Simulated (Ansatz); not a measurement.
## Relaxing CaTa2

These are results of DFT PBE, scalar-relativistic, plane waves, PAW in Ansatz 0.2.0, not measurements. Cutoff 420 eV, Γ-centred k mesh, Gaussian smearing, no spin polarisation in the final step.

CaTa2 was placed on the 2H molybdenite structure type (P6_3/mmc, No. 194), with Ca in place of Mo, Ta in place of S, at a guessed volume.

```xyz
6
Lattice="3.2504 0.0000 0.0000 -1.6252 2.8149 0.0000 0.0000 0.0000 12.6427" Properties=species:S:1:pos:R:3 pbc="T T T"
Ca    0.0000    1.8766    3.1607
Ca    1.6252    0.9383    9.4820
Ta    0.0000    1.8766    7.9333
Ta    1.6252    0.9383    1.6119
Ta    0.0000    1.8766   11.0308
Ta    1.6252    0.9383    4.7094
```

Cell and atoms relax at zero pressure; the relaxation can't lower the symmetry of the start. After a coarse first stage the cell is made exact in the group found at 0.06 Å.

Energies over the elements count from the elements' standard structures at the same level, with no empirical corrections.

Problem. What does it relax into?

Solution. It keeps P6_3/mmc (No. 194), but not the shape of the type it started on. Conventional cell: a = 3.320 Å, c = 14.797 Å. Ca is coordinated by 6 Ca at 3.32 Å and 6 Ta at 3.37 Å; Ta has 3 Ta at 2.68 Å, 6 Ta at 3.32 Å and 3 Ca at 3.37 Å.

```xyz
6
Lattice="3.3200 0.0000 0.0000 -1.6600 2.8752 0.0000 0.0000 0.0000 14.7971" Properties=species:S:1:pos:R:3 pbc="T T T"
Ca    0.0000    1.9168    3.6993
Ca    1.6600    0.9584   11.0978
Ta    0.0000    1.9168    8.3317
Ta    1.6600    0.9584    0.9332
Ta    0.0000    1.9168   13.8639
Ta    1.6600    0.9584    6.4654
```

Problem. What are its volume, energy, density and gap?

Solution. The volume per atom is 23.54 Å³ and the density is 9.45 g/cm³. The energy over the elements is 0.71 eV/atom and the gap on the 12×12×4 mesh is 0 eV (a metal).

The final run used a 12×12×4 mesh on its 6-atom cell and 0.10 eV smearing. For metals, differences of a few meV/atom aren't resolved. Spin–orbit coupling is left out. Symmetry constrained the relaxation, so the result can be a saddle point. The steps took about 80 core-seconds in all.

Cost: 3 runs of about 1.4 core-minutes in all, on Intel Xeon 6975P-C (Granite Rapids) (shared hosts).